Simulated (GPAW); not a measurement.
**One shape, several levels: [NH3]+ (SMILES [NH3+])**

We compute a comparison of 4 runs (U-r2SCAN/plane waves, URPBE/real-space grid, ULDA (PW92)/sz(dzp), URPBE/dzp) of [NH3]+. The job is set up through an ASE script.

Program for the calculation: GPAW 26.7.0.

1 further run of the same task is left out (set aside as unsound or not needed).

### Step 1. The molecule

[NH3]+: 4 atoms, total charge +1, spin state doublet. SMILES: `[NH3+]`. The coordinates come from a GFN2-xTB relaxation.

Bond lengths: N1–H2 1.028 Å, N1–H3 1.028 Å, N1–H4 1.028 Å. Angles: H2–N1–H3 120.0°, H2–N1–H4 120.0°, H3–N1–H4 120.0°.

### Step 2. The charge distribution at U-r2SCAN/plane waves (scalar-relativistic datasets) (run 5)

File molecule.xyz:

```xyz
4

N      0.000140    -0.000820    -0.000330
H      0.510700    -0.238750     0.859300
H     -0.995460    -0.239520    -0.089810
H      0.484620     0.479080    -0.769160
```

File molecule_sp.py:

```python
from ase.io import read
from gpaw import GPAW, PW

atoms = read("molecule.xyz")
atoms.center(vacuum=4.5)
atoms.set_initial_magnetic_moments([1.0, 0.0, 0.0, 0.0])

calc = GPAW(mode=PW(500),
            symmetry="off",
            mixer={"name": "pulay", "beta": 0.1, "nmaxold": 5, "weight": 1.0},
            xc="MGGA_X_R2SCAN+MGGA_C_R2SCAN",
            occupations={"name": "fermi-dirac", "width": 0.01, "fixmagmom": True},
            maxiter=100,
            charge=1,
            txt="-")
atoms.calc = calc

energy = atoms.get_potential_energy()
print(f"Energy = {energy:.5f} eV")
forces = atoms.get_forces()
print("Forces (eV/Ang)")
for symbol, f in zip(atoms.symbols, forces):
    print(f'{symbol:2} {f[0]:9.4f} {f[1]:9.4f} {f[2]:9.4f}')
print("Moments:", atoms.get_magnetic_moments().round(3))
```

Run with:

```sh
$ python molecule_sp.py > molecule_sp.log
```

Standard output:

```text
[...]
  mode=PW(ecut=500.0),
[...]
Number of symmetries: 1
[...]
  Number of IBZ points: 1
[...]
Cutoff: 500.0 eV
Spin-components: 2 (collinear spins)
Bands:           7
[...]
  Valence electrons: 8.0
[...]
  Grid points: [56 54 56]
  Charge: 1.0  # |e|
[...]
    cutoffs:
[...]
occupation numbers:
  Fixed magnetic moment: 1.000
[...]
xc functional:
  name: MGGA_X_R2SCAN+MGGA_C_R2SCAN with 2 nearest neighbor stencil
[...]
|iter     |     time |      energy | eigst |  dens |  magmom |
[...]
|iter:   1| 00:00:05 |  -14.941140 | +0.80 |       |  +1.0005|
[...]
|iter:  15| 00:00:54 |  -10.004894c| -7.43c| -4.33c|  +1.0000|
Converged in 15 steps
[...]
Energy contributions relative to reference atoms: (reference = -1519.191991)
Energy contributions:
  Kinetic:           5.245143
  Coulomb:          -5.537275
  Zero:             -0.062729
  External:          0.000000
  Xc:               -9.650033
  Entropy:          -0.000000
  Spinorbit:         0.000000
  ----------------------------
  Free energy:     -10.004894
  Extrapolated:    -10.004894
dipole moment: (5.496273, 4.739085, 5.269155)  # |e|*Ang
Total magnetic moment: (0.000000, 0.000000, 1.000000)
Local magnetic moments
|        x |        y |         z |
|----------|----------|-----------|
| 0.000000 | 0.000000 |  0.391344 |  # N    0
| 0.000000 | 0.000000 | -0.011539 |  # H    1
| 0.000000 | 0.000000 | -0.011530 |  # H    2
| 0.000000 | 0.000000 | -0.011495 |  # H    3
Fermi levels: -16.833, -21.520
Eigenvalues  # (at kpt = [0.000, 0.000, 0.000])
| band index |      eig [eV] | occ [0-1] |      eig [eV] | occ [0-1] |
[...]
Gap: 5.081 eV
Transition (v -> c):
[...]
Forces (eV/Ang)
N    -0.1116   -0.0172    0.0593
H    -0.0435    0.0150   -0.0897
H     0.1029    0.0133    0.0070
H    -0.0413   -0.0465    0.0728
Moments: [ 0.391 -0.012 -0.012 -0.011]
```

Wall time 57 s (1 thread of Intel Xeon at 2.70GHz, shared host); peak memory 0.57 GiB.

### Step 3. Energy and one-electron properties at URPBE/real-space grid (scalar-relativistic datasets) (run 3)

File h3n.xyz:

```xyz
4

N      0.000140    -0.000820    -0.000330
H      0.510700    -0.238750     0.859300
H     -0.995460    -0.239520    -0.089810
H      0.484620     0.479080    -0.769160
```

File calc.py:

```python
from ase.io import read
from gpaw import GPAW

# Structure
molecule = read('h3n.xyz')
molecule.center(vacuum=4.5)
molecule.set_initial_magnetic_moments([1.0, 0.0, 0.0, 0.0])

# DFT calculator
calculator = GPAW(mode='fd',
                  h=0.25,
                  xc='RPBE',
                  charge=1,
                  occupations={'name': 'fermi-dirac', 'width': 0.01, 'fixmagmom': True},
                  maxiter=100,
                  symmetry='off',
                  txt='h3n.txt')
molecule.calc = calculator

energy = molecule.get_potential_energy()
print(f'Energy: {energy:.5f} eV')
forces = molecule.get_forces()
print('Forces (eV/Ang)')
for symbol, f in zip(molecule.symbols, forces):
    print(f'{symbol:2} {f[0]:9.4f} {f[1]:9.4f} {f[2]:9.4f}')
print('Moments:', molecule.get_magnetic_moments().round(3))
```

Run with:

```sh
$ python3 -u calc.py | tee calc.out
```

Standard output:

```text
Energy: -8.91161 eV
Forces (eV/Ang)
N     0.0424    0.0627   -0.4803
H     0.2899    0.0345   -0.1668
H    -0.2908    0.0421   -0.1325
H     0.1773   -0.0261    0.1344
Moments: [ 0.377 -0.01  -0.01  -0.01 ]
```

h3n.txt:

```text
__  _  _
 | _ |_)|_||  |
 |__||  | ||/\| - 26.7.0

units:  Angstrom and eV
cores:  1
OpenMP: False

Versions:
  Python: 3.12.14
  ASE:    3.29.0
  Numpy:  2.5.5
  Scipy:  1.18.1
  Libxc:  7.0.0

Input parameters:
  mode=FD(),
  charge=1,
  h=0.25,
  maxiter=100,
  occupations=Occupations(name='fermi-dirac', width=0.01, fixmagmom=True),
  symmetry=Symmetry(point_group=False, time_reversal=False),
  xc=XC(name='RPBE')

[... 52 lines left out ...]
|   |                                coordinates |     weight |
[... 80 lines left out ...]
  Converge bands: occupied
[... 30 lines left out ...]
convergence criteria:
[... 14 lines left out ...]
Converged in 13 steps
[... 15 lines left out ...]
dipole moment: (5.497339, 4.738660, 5.271542)  # |e|*Ang
[... 29 lines left out ...]
Forces  # eV/Ang
|        x |        y |        z |
|----------|----------|----------|
|  0.04235 |  0.06275 | -0.48033 |  # N    0
|  0.28988 |  0.03445 | -0.16677 |  # H    1
| -0.29085 |  0.04213 | -0.13253 |  # H    2
|  0.17727 | -0.02614 |  0.13444 |  # H    3

Force computation time: 0.025  # s

timing:  # [seconds]
  Total:  13.410  # ━━━━━━━━━━━━━━━━━━━━━━━━━━━━━━━━━━━━━━━━━━━━━━━━━━━━━━━━━
  Init:    1.695  # ━━━━━━━
  SCF:    11.618  # ━━━━━━━━━━━━━━━━━━━━━━━━━━━━━━━━━━━━━━━━━━━━━━━━━╸
  Forces:  0.025  #

Max RSS: 327.297  # MiB
```

Wall time 14 s (1 thread of Intel Xeon at 2.70GHz, shared host); peak memory 0.32 GiB.

Run 1 isn't shown in full; the table further down has it.

### Step 4. Energy and one-electron properties at URPBE/dzp (scalar-relativistic datasets) (run 2)

File gs.xyz:

```xyz
4

N      0.000140    -0.000820    -0.000330
H      0.510700    -0.238750     0.859300
H     -0.995460    -0.239520    -0.089810
H      0.484620     0.479080    -0.769160
```

File gs_sp.py:

```python
from ase.io import read
from gpaw import GPAW

# Atomic positions
system = read('gs.xyz')
system.center(vacuum=4.5)
system.set_initial_magnetic_moments([1.0, 0.0, 0.0, 0.0])

# Ground state
calc = GPAW(mode='lcao',
            basis='dzp',
            h=0.22,
            xc='RPBE',
            charge=1,
            occupations={'name': 'fermi-dirac', 'width': 0.01, 'fixmagmom': True},
            maxiter=100,
            symmetry='off',
            txt='-')
system.calc = calc

energy = system.get_potential_energy()
print(f'Energy: {energy:.5f} eV')
forces = system.get_forces()
print('Forces (eV/Ang)')
for symbol, f in zip(system.symbols, forces):
    print(f'{symbol:2} {f[0]:9.4f} {f[1]:9.4f} {f[2]:9.4f}')
print('Moments:', system.get_magnetic_moments().round(3))
```

Run with:

```sh
$ OMP_NUM_THREADS=1 python gs_sp.py
```

Standard output:

```text
[...]
Number of symmetries: 1
[...]
  Number of IBZ points: 1
[...]
basis functions: 28
Spin-components: 2 (collinear spins)
Bands:           7
[...]
  Valence electrons: 8.0
[...]
  Grid points: [48 44 48]
  Charge: 1.0  # |e|
[...]
    cutoffs:
[...]
occupation numbers:
  Fixed magnetic moment: 1.000
[...]
xc functional:
  name: RPBE with 2 nearest neighbor stencil
[...]
|iter     |     time |      energy | eigst |  dens |  magmom |
[...]
|iter:   1| 00:00:05 |   -9.677401 |      c|       |  +0.9989|
[...]
|iter:   9| 00:00:11 |   -7.770106c|      c| -4.15c|  +1.0001|
Converged in 9 steps
[...]
Energy contributions relative to reference atoms: (reference = -1521.659961)
Energy contributions:
  Kinetic:           4.173105
  Coulomb:          -5.241151
  Zero:              0.597832
  External:          0.000000
  Xc:               -7.299891
  Entropy:          -0.000000
  Spinorbit:         0.000000
  ----------------------------
  Free energy:      -7.770106
  Extrapolated:     -7.770106
dipole moment: (5.496580, 4.739410, 5.269308)  # |e|*Ang
Total magnetic moment: (0.000000, 0.000000, 1.000128)
Local magnetic moments
|        x |        y |         z |
|----------|----------|-----------|
| 0.000000 | 0.000000 |  0.393500 |  # N    0
| 0.000000 | 0.000000 | -0.009252 |  # H    1
| 0.000000 | 0.000000 | -0.009317 |  # H    2
| 0.000000 | 0.000000 | -0.009216 |  # H    3
Fermi levels: -15.289, -21.707
Eigenvalues  # (at kpt = [0.000, 0.000, 0.000])
| band index |      eig [eV] | occ [0-1] |      eig [eV] | occ [0-1] |
[...]
Gap: 3.464 eV
Transition (v -> c):
[...]
Forces (eV/Ang)
N    -0.0317   -0.0130    0.0009
H     0.3693   -0.2520    0.6858
H    -0.7281   -0.2523   -0.1181
H     0.3450    0.4264   -0.6147
Moments: [ 0.393 -0.009 -0.009 -0.009]
```

Wall time 13 s (1 thread of Intel Xeon at 2.70GHz, shared host); peak memory 0.42 GiB.

### Step 5. Overview of the runs

| run | level | mode | plane-wave cutoff | energy (Eh) | wall time |
| --- | --- | --- | --- | --- | --- |
| 5 | U-r2SCAN/plane waves (scalar-relativistic datasets) | pw | 500 | -56.196949 | 57 s |
| 3 | URPBE/real-space grid (scalar-relativistic datasets) | fd | – | -56.247468 | 14 s |
| 1 | ULDA (PW92)/sz(dzp) (scalar-relativistic datasets) | lcao | – | -55.543820 | 6 s |
| 2 | URPBE/dzp (scalar-relativistic datasets) | lcao | – | -56.205518 | 13 s |

### Step 6. Results

```
                                                                quantity       value
run 2, URPBE/dzp: energy as printed (from the program's reference atoms)  -7.7701 eV
                    run 2, URPBE/dzp: HOMO energy (highest over α and β)   -17.97 eV
                     run 2, URPBE/dzp: LUMO energy (lowest over α and β)   -14.51 eV
```

Totals of different functionals can't be ranked against each other. All runs together took 90 s, the longest 57 s.
